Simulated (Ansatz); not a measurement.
# Multireference treatment of CH3P, singlet

Computed with Ansatz's Gaussian-basis code (development build); NEVPT3, NEVPT4(SD), MRCISD by development code. Basis aug-cc-pV(T+d)Z, nonrelativistic, 6 orbitals frozen in the corrections. State-specific CASSCF; RHF is the lowest restricted (open-shell) Hartree–Fock solution met. Single-reference values can break down or jump between states where bonds are stretched. Solutions may break the symmetry of the shape. Lower solutions, or ones in other orbitals, may exist.

Geometry:

```xyz
5

C     0.0000    0.0238    1.0775
P     0.0000   -0.1007   -0.5930
H     0.0000    0.9584    1.6301
H     0.0000   -0.8828    1.6761
H     0.0000    1.2924   -0.8762
```

Task: What do CASSCF and its corrections give against RHF in CAS(4,3), and what are the occupations?

Result: CASSCF -0.801 eV, SC-NEVPT2 -8.787 eV, FIC-NEVPT2 -8.792 eV, NEVPT3 -9.534 eV, NEVPT4(SD) -9.876 eV, MRCISD -8.916 eV; occupations 2.00, 1.89, 0.12. The MRCI reference weight is 0.894.

Task: How do single-reference totals in the same basis and frozen core stand against SC-NEVPT2 in CAS(4,3)?

Result: CCSD(T) -1.269 eV. Coupled cluster stands on the determinant that it favours, which can lie over the RHF solution above, and is in doubt where the occupations are far from 0, 1 and 2.

Task: Roughly how much CPU time does a whole run from the default start take (median of such runs, summed over threads; nearly all runs on one pinned thread of a shared server, mostly Xeon at 2.3 to 2.6 GHz, by a development driver)?

Result: CAS(4,3): about 10 s. Other jobs ran beside these, and the count of passes differs.
